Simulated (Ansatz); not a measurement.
Ideal-gas functions of `F[SiH][SiH3]` radical at 800 K and 1 bar, from an Ansatz frequency run at PBE0-D4/def2-TZVP.

Molar mass 79.2 g/mol, point group C1 (symmetry number 1), electronic degeneracy 2, moments of inertia 27.944, 152.461, 172.059 u Å². Harmonic wavenumbers (cm⁻¹, unscaled): 101, 158, 388, 403, 513, 616, 778, 847, 884, 925, 939, 2178, 2208, 2226, 2238.

Use S(trans) = R[1.5 ln M + 2.5 ln T − 1.1517]; rotational temperatures θ = 24.2544 K / I; S(rot) = R[ln(√π/σ · √(T³/θAθBθC)) + 1.5]; for each mode x = 1.438777 ν̃/T, S = R[x/(eˣ − 1) − ln(1 − e⁻ˣ)] and H = RT x/(eˣ − 1); 1 cm⁻¹ = 0.0119627 kJ/mol; R = 8.31446 J/(mol·K).

Question: By hand: the entropy, in J/(mol·K).

Answer: Translation 183.9. Rotation: θ = 0.868, 0.1591, 0.141 K, giving 117.0. Vibration, mode by mode: 22.51, 18.80, 11.47, 11.17, 9.27, 7.88, 6.17, 5.58, 5.28, 4.98, 4.88, 0.83, 0.79, 0.77, 0.76, in all 111.1. Electronic 5.8. Sum 417.8 J/(mol·K).

Question: By hand: H − E and G − E in kJ/mol, counted from the electronic energy.

Answer: Zero-point energy ½ × 15402 × 0.0119627 = 92.1; thermal vibration 44.4; translation, rotation and pV give 4 RT = 26.6. H − E = 163.1 kJ/mol, and G − E = 163.1 − 800 × 417.8/1000 = -171.1 kJ/mol.

Vibration gives 27 % of the entropy, 22.5 J/(mol·K) of it from the mode under 150 cm⁻¹: soft modes count most, and the harmonic formula is weakest for them. The sum counts one conformer and one mirror image; others add a mixing term.
